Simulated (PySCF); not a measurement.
Gas-phase reaction: 3 AlCl2 + AlH3 → 3 AlHCl2 + Al

Computed with PySCF and rigid-rotor harmonic-oscillator thermochemistry at 1 bar. † marks an energy on the PBE0/def2-TZVP geometry and frequencies; other levels use their own. MP2 and CCSD(T) freeze the core. 6-31G* has spherical d functions here. Open shells (unrestricted): AlCl2 (multiplicity 2), Al (multiplicity 2, electronic degeneracy 6); the rest are closed-shell singlets. Spin-orbit splitting is ignored; it lowers the true energy and changes the entropy of Al. B3LYP is the form with VWN-RPA correlation. AlH3, AlHCl2: computed as isolated molecules; such fragments, hydroxides, amides, oligomers or adducts are transient or little studied in the gas. MP2 isn't extrapolated to the basis-set limit; its ΔH°(298 K) is -200.0 kJ in def2-SVP and -187.4 kJ in def2-TZVPP. CCSD(T) isn't extrapolated to the basis-set limit; its ΔH°(298 K) is -216.6 kJ in def2-SVP and -205.4 kJ in def2-TZVPP. The harmonic model lacks anharmonicity and excited electronic states, which grow with temperature; levels with a mode under 35 cm⁻¹ are left out.

```csv
level,"ΔE electronic, kJ","ΔH°(298 K), kJ","ΔS°(298 K), J/K","ΔG°(2000 K), kJ"
B3LYP/def2-TZVP†,-185,-178,-46,-107
BLYP/def2-TZVP†,-175,-168,-46,-97
CCSD(T)/def2-SVP†,-223,-217,-46,-145
CCSD(T)/def2-TZVPP†,-212,-205,-46,-134
HF/6-31G*,-148,-141,-47,-68
M06-2X/def2-TZVP†,-168,-161,-46,-89
MP2/def2-SVP†,-207,-200,-46,-129
MP2/def2-TZVPP†,-194,-187,-46,-116
PBE/def2-TZVP†,-164,-157,-46,-86
PBE0/def2-QZVP†,-173,-166,-46,-95
PBE0/def2-SVP†,-186,-179,-46,-108
```
ΔH° is lowest at CCSD(T)/def2-SVP† and highest at HF/6-31G*. No reference value is set beside these.
